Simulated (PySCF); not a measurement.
Isomers of C6H6, mass 78.047 u with the commonest isotopes. Method: PBE0/pcSseg-1 in PySCF (dipole) on a GFN2-xTB geometry, gas phase. One conformer each, none proved a minimum here; rigid rotors.

Question: Order these by radius of gyration √(Σ m r²/M), largest first.
A. benzene, `c1ccccc1`
B. 1,4-hexadiyne, `C#CCC#CC`
C. `[CH2:1]=[CH:2][CH:3]=[C:4]1[CH:5]=[CH:6]1` with C1–C2–C3–C4 180°

Answer: B (2.144 Å), C (1.972 Å), A (1.496 Å).

Question: Order these by rotational constant C, largest first.
A. benzene, `c1ccccc1`
B. `[CH2:1]=[CH:2][CH:3]=[C:4]1[CH:5]=[CH:6]1` with C1–C2–C3–C4 180°
C. 1,4-hexadiyne (`C#CCC#CC`)

Answer: A (2892 MHz), B (1665 MHz), C (1422 MHz).

Question: Order these by rotational constant B, smallest first.
A. `[CH2:1]=[CH:2][CH:3]=[C:4]1[CH:5]=[CH:6]1` with C1–C2–C3–C4 180°
B. 1,4-hexadiyne (`C#CCC#CC`)
C. benzene, `c1ccccc1`

Answer: B (1590 MHz), A (1831 MHz), C (5783 MHz).

```tsv
SMILES	point group	Ia (u·Å²)	Ib (u·Å²)	Ic (u·Å²)	κ	μa (D)	μb (D)	μc (D)
C#CCC#CC	–	44.08	317.80	355.51	-0.97	0.78	0.21	0.00
C=CC=C1C=C1	Cs	27.50	276.05	303.56	-0.98	2.91	0.44	0.00
c1ccccc1	D6h	87.39	87.39	174.78	1.00	0.00	0.00	0.00
```
